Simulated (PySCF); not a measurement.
Numbering as in the mapped SMILES `[CH2:1]=[CH:2][F:3]`. Hydrogens are named by the atom that carries them. Ha(C1) is cis to F3; Hb(C1) is trans to F3.

Geometry: PBE0-D3(BJ)/def2-TZVP; GIAO absolute shieldings from PySCF, gas phase, non-relativistic, averaged over equivalent atoms.

At KT3/pcSseg-2 (150 basis functions, 8.6 s wall time on 1 thread of an Intel Xeon Platinum 8488C, shared host):
```json
{"atoms": "C2", "σ (ppm)": "24.4"}
{"atoms": "C1", "σ (ppm)": "91.9"}
{"atoms": "F3", "σ (ppm)": "269.0"}
{"atoms": "H(C2)", "σ (ppm)": "24.65"}
{"atoms": "Ha(C1)", "σ (ppm)": "26.84"}
{"atoms": "Hb(C1)", "σ (ppm)": "27.25"}
```

Problem. Predict the values at PBE0/pcSseg-2 on the same geometry.

Solution. 
```json
{"atoms": "C2", "σ at PBE0/pcSseg-2": "17.0", "change": "-7.4"}
{"atoms": "C1", "σ at PBE0/pcSseg-2": "84.1", "change": "-7.8"}
{"atoms": "F3", "σ at PBE0/pcSseg-2": "284.6", "change": "+15.6"}
{"atoms": "H(C2)", "σ at PBE0/pcSseg-2": "24.58", "change": "-0.07"}
{"atoms": "Ha(C1)", "σ at PBE0/pcSseg-2": "26.48", "change": "-0.36"}
{"atoms": "Hb(C1)", "σ at PBE0/pcSseg-2": "26.87", "change": "-0.38"}
```

The largest change is at F3 (vinylic fluorine). Cost: 150 basis functions, 8.1 s wall time on 1 thread of an Intel Xeon Platinum 8488C, shared host.
